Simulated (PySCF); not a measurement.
## Property card for 2-chloro-1-butene, `C=C(Cl)CC`

2-chloro-1-butene, C₄H₇Cl.
Z-matrix (Å and degrees, PBE0-D3(BJ)/def2-SVP geometry), rows numbered from 1:
```
C 
C   1  1.3329
Cl  2  1.7475  1  119.66
C   2  1.4970  1  126.29  3  -179.62
C   4  1.5245  2  113.84  1   116.13
H   1  1.0910  2  121.95  3    -0.23
H   1  1.0925  2  119.49  3   179.99
H   4  1.1014  2  107.63  1    -6.58
H   4  1.1038  2  108.27  1  -121.73
H   5  1.0999  4  110.83  2    58.74
H   5  1.0999  4  110.71  2   178.62
H   5  1.1005  4  111.00  2   -61.18
```

Structural features include: C=C double bond and C–Cl bond.

PBE0-D3(BJ)/def2-SVP geometry optimisation, gas phase (PySCF):

| Property | Result |
| --- | --- |
| Point group | C1 |
| Rotational constants A, B, C | 5.122, 3.219, 2.177 GHz |

From CAM-B3LYP/def2-SVPD ground state, ΔSCF and vertical TDDFT (core frozen in the response) (PySCF):

| Property | Result |
| --- | --- |
| Dipole moment | 1.70 D |
| HOMO energy | -8.66 eV |
| LUMO energy | 0.88 eV |
| HOMO–LUMO gap | 9.54 eV |
| Lowest singlet excitation | 6.66 eV (186 nm, f = 0.048) |
| Strongest line among the 10 lowest singlet transitions | S2 at 6.74 eV (184 nm, f = 0.253) |
| Lowest triplet excitation (Tamm–Dancoff) | 4.13 eV |
| Static isotropic polarisability | 64.4 au |
| Vertical ionisation energy | 9.55 eV |
| Electronic spatial extent ⟨r²⟩ about the centre of nuclear charge | 596 bohr² |

From PBE0/pcSseg-1 ground state and GIAO shieldings, non-relativistic (PySCF):

| Item | Value |
| --- | --- |
| Lowest Hirshfeld atomic charge | -0.12 e on C1/C5 |
| Highest Hirshfeld atomic charge | +0.05 e on H6/H7/H8 |
| 13C chemical shifts (computed TMS as zero) by class | 159.5 (C2), 118.6 (C1), 36.7 (C4), 14.9 (C5) ppm |
| 1H chemical shifts (computed TMS as zero) by class | 5.41 (H7), 5.33 (H6), 2.14 (H8/H9), 1.14 (H10/H11/H12) ppm |
| Isotropic shieldings of nuclei other than C and H, by class | 708 (Cl3) ppm |
| Mayer bond orders between heavy atoms | C1–C2 1.92, C2–Cl3 1.04, C2–C4 1.00, C4–C5 1.04 |

Monoisotopic mass from the formula: 90.0236 u.

The ΔSCF ionisation energy exceeds −ε(HOMO) by 0.89 eV with CAM-B3LYP. S1 lies 2.88 eV below the HOMO–LUMO gap. A dipole of 1.70 D is allowed in C1, and pure rotational transitions are dipole-allowed. The polarisability is 9.54 Å³ as a volume (1 au = 0.148185 Å³), or 1.34 au for each of the 48 electrons. With B = h/(8π²I), that is 505.379 GHz u Å² over I, the principal moments of inertia are 98.7, 157.0 and 232.1 u Å² (most abundant isotopes). In atomic units the dipole is 0.67 e·bohr (1 au = 2.5417 D). The principal polarisabilities are 50.8, 66.9 and 75.5 au; their mean is the isotropic value.

 NMR classes are plain means over equivalent atoms (diastereotopic ones count apart unless rotation or inversion swaps them), as if these changed places fast; in this geometry the members of some classes differ.

One conformer stands for the species.
